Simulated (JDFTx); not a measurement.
Input for JDFTx (a modified build): carbonyl sulfide, COS (SMILES O=C=S), charge 0, multiplicity 1, vacuum; lengths in bohr, energies in hartree.

```
lattice \
  22.2042819644 0.0000000000 0.0000000000 \
  0.0000000000 17.4799666528 0.0000000000 \
  0.0000000000 0.0000000000 17.0075351216
coords-type Cartesian
ion O -2.5443862524 0.0004604854 -0.0000000000 0
ion C -0.3635954236 -0.0004604854 -0.0000000000 0
ion S 2.5443862524 0.0003767362 0.0000000000 0
ion-species pseudo/o_pbe_v1.2.upf
ion-species pseudo/c_pbe_v1.2.upf
ion-species pseudo/s_pbe_v1.4.upf
elec-cutoff 20 100
elec-ex-corr gga-PBE
symmetries none
coulomb-interaction Isolated
coulomb-truncation-embed 0 0 0
elec-n-bands 11
converge-empty-states yes
electronic-scf nIterations 100 energyDiffThreshold 1e-8
dump-name s0.$VAR
dump End State Ecomponents EigStats BandEigs Forces ElecDensity IonicPositions
```

The minimisation and the closing blocks of the log:

```
Will mix electronic density at each iteration.
SCF: Cycle:  0   Etot: -31.913356786738358   dEtot: -1.648e-01   |Residual|: 3.256e-01   |deigs|: 3.138e-02
SCF: Cycle:  1   Etot: -32.031276161700234   dEtot: -1.179e-01   |Residual|: 1.548e-01   |deigs|: 6.821e-02
SCF: Cycle:  2   Etot: -32.055415510257987   dEtot: -2.414e-02   |Residual|: 6.553e-02   |deigs|: 1.951e-02
SCF: Cycle:  3   Etot: -32.059475694941199   dEtot: -4.060e-03   |Residual|: 2.223e-02   |deigs|: 1.918e-02
SCF: Cycle:  4   Etot: -32.059884064799398   dEtot: -4.084e-04   |Residual|: 1.210e-02   |deigs|: 3.117e-03
SCF: Cycle:  5   Etot: -32.059978288892708   dEtot: -9.422e-05   |Residual|: 4.707e-03   |deigs|: 5.462e-03
SCF: Cycle:  6   Etot: -32.060022745310519   dEtot: -4.446e-05   |Residual|: 3.165e-03   |deigs|: 3.514e-03
SCF: Cycle:  7   Etot: -32.060029110934693   dEtot: -6.366e-06   |Residual|: 1.702e-03   |deigs|: 4.122e-03
SCF: Cycle:  8   Etot: -32.060038476216306   dEtot: -9.365e-06   |Residual|: 1.043e-03   |deigs|: 1.916e-03
SCF: Cycle:  9   Etot: -32.060047331298932   dEtot: -8.855e-06   |Residual|: 7.367e-04   |deigs|: 7.796e-04
SCF: Cycle: 10   Etot: -32.060052119473788   dEtot: -4.788e-06   |Residual|: 4.389e-04   |deigs|: 2.500e-04
SCF: Cycle: 11   Etot: -32.060053279147255   dEtot: -1.160e-06   |Residual|: 3.579e-04   |deigs|: 1.240e-04
SCF: Cycle: 12   Etot: -32.060053722498793   dEtot: -4.434e-07   |Residual|: 3.390e-04   |deigs|: 2.490e-04
SCF: Cycle: 13   Etot: -32.060054087579601   dEtot: -3.651e-07   |Residual|: 1.675e-04   |deigs|: 1.557e-04
SCF: Cycle: 14   Etot: -32.060054198634262   dEtot: -1.111e-07   |Residual|: 1.321e-04   |deigs|: 1.035e-04
SCF: Cycle: 15   Etot: -32.060054287865285   dEtot: -8.923e-08   |Residual|: 8.539e-05   |deigs|: 1.838e-05
SCF: Cycle: 16   Etot: -32.060054313135396   dEtot: -2.527e-08   |Residual|: 6.063e-05   |deigs|: 2.255e-05
SCF: Cycle: 17   Etot: -32.060054353243075   dEtot: -4.011e-08   |Residual|: 4.302e-05   |deigs|: 1.803e-04
SCF: Cycle: 18   Etot: -32.060054369858534   dEtot: -1.662e-08   |Residual|: 2.840e-05   |deigs|: 2.366e-05
SCF: Cycle: 19   Etot: -32.060054391975129   dEtot: -2.212e-08   |Residual|: 2.036e-05   |deigs|: 1.242e-05
SCF: Cycle: 20   Etot: -32.060054395798737   dEtot: -3.824e-09   |Residual|: 1.202e-05   |deigs|: 4.816e-06
SCF: Cycle: 21   Etot: -32.060054400033422   dEtot: -4.235e-09   |Residual|: 6.644e-06   |deigs|: 1.612e-05
SCF: Converged (|Delta E|<1.000000e-08 for 2 iters).
Converging empty states (this may take a while): |deigs|: 1.758e-05

# Ionic positions in cartesian coordinates:
ion O  -2.544386252400000   0.000460485400000   0.000000000000000 0
ion C  -0.363595423600000  -0.000460485400000   0.000000000000000 0
ion S   2.544386252400000   0.000376736200000   0.000000000000000 0

# Forces in Cartesian coordinates:
force O  -0.038262072523469  -0.000032495734466  -0.000003598328655 0
force C   0.010635012162446   0.000061362825424  -0.000000671891403 0
force S   0.027499071395314  -0.000028079133602   0.000002946604329 0

# Energy components:
   Eewald =       26.3327252037850812
       EH =       52.2026031189146380
     Eloc =     -122.1370865482350183
      Enl =        4.9068579099977443
      Exc =       -9.5675715596068134
 Exc_core =        1.8664600188549045
       KE =       14.3359574562560503
-------------------------------------
     Etot =      -32.0600544000334224


	eMin: -1.052237 at state 0 ( [ +0.000000 +0.000000 +0.000000 ] spin 0 )
	HOMO: -0.275157 at state 0 ( [ +0.000000 +0.000000 +0.000000 ] spin 0 )
	LUMO: -0.067868 at state 0 ( [ +0.000000 +0.000000 +0.000000 ] spin 0 )
	HOMO-LUMO gap: +0.207288
```

The run took 22 electronic cycles; the highest occupied level lies at -7.49 eV from the vacuum level.
